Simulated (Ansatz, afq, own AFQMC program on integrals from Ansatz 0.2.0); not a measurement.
## BSiH₄, doublet in 6-31G, levels against CCSDT(Q)

```xyz
6

Si    0.0000    0.0000    0.5624
B     0.0000    0.0000   -1.3599
H     0.0000    1.2187    1.4093
H     0.0000   -1.2187    1.4093
H     0.0000   -1.0370   -1.9521
H     0.0000    1.0370   -1.9521
```

Connectivity, by distances: SiH2–BH2.

Basis 6-31G. Noble-gas cores (and the filled d shells of Ga–Kr and In–Xe) are frozen. Integrals, coupled cluster, full CI and functionals: Ansatz 0.2.0; the random walks run on the same integrals in our own AFQMC program. The CISD trial takes its coefficients from CCSD amplitudes. Released means that phaseless walkers are propagated on without the constraint, phases kept. ± is one standard error of the sampling.

Determinant: UHF, the one that the program's search chose, which needn't be the lowest solution. The geometry is a point of a scan.

No full CI on the walks' own integrals is used here; CCSDT(Q) serves as the reference and is uncertain by about the last step of the cluster series.

```
T1 diagnostic                               : 0.0165
weight of the determinant in the CISD state : 0.913
⟨S²⟩ of the determinant                     : 0.760
size of the correlated space                : 11 electrons in 24 orbitals
```

| level | correlation energy (eV) |
| --- | --- |
| MP2 | -2.6653 |
| CCSD | -3.4898 |
| CCSD(T) | -3.5569 |

Question: Estimate where phaseless AFQMC with a CISD trial lies against CCSD(T) on the same integrals.

Answer: 2.0 ± 0.6 kJ/mol below CCSD(T).

Reference: CCSDT(Q), correlation energy -3.578 eV. The released energy is read at 2.40 1/Eh (meV from the phaseless value at times in 1/Eh: 0 ± 5 at 0.24, -2 ± 5 at 0.51, -3 ± 5 at 0.99, -1 ± 5 at 1.62, 2 ± 7 at 2.40).

| level | E − E(reference) (kJ/mol) | share of correlation (%) |
| --- | --- | --- |
| CCSD(T) | 2.0 | 99.41 |
| CCSDT | 0.2 | 99.95 |
| ph-AFQMC/CISD | 0.1 ± 0.6 | 99.98 |
| released AFQMC | 0.3 ± 0.7 | 99.91 |

A walk keeps the symmetry of its determinant, which the program's search chose and which needn't be the lowest solution, so a lower state of the same spin and another symmetry isn't excluded. Released energies are given only where the last usable release times agree within the noise; a slower fall can still hide under it.
